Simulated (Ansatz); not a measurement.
Results of LDA in Ansatz (plane waves, PAW) for bcc Ta.

Settings: plane-wave cutoff 500 eV, 30×30×30 k mesh, Fermi–Dirac smearing 0.1 eV, scalar-relativistic PAW data made under PBE.

Computed at the level's own relaxed cell.

**Question.** Predict the equilibrium volume per atom and lattice constant a.

**Answer.** 
* **equilibrium volume per atom**: 17.23 Å³/atom
* **lattice constant a**: 3.254 Å

Measured, for comparison: equilibrium volume per atom 17.95 Å³/atom, lattice constant a 3.299 Å (static lattice: zero-point anharmonic expansion removed; as tabulated in Mejia-Rodriguez and Trickey (2018), arXiv:1807.09216). Computed (rounded) less measured: equilibrium volume per atom -4.0 %, lattice constant a -1.4 %.

Spin–orbit coupling is not included.

Computed values are for the static lattice.

The result took about 50 core-seconds (a rough figure).

Ansatz is a first-principles code.
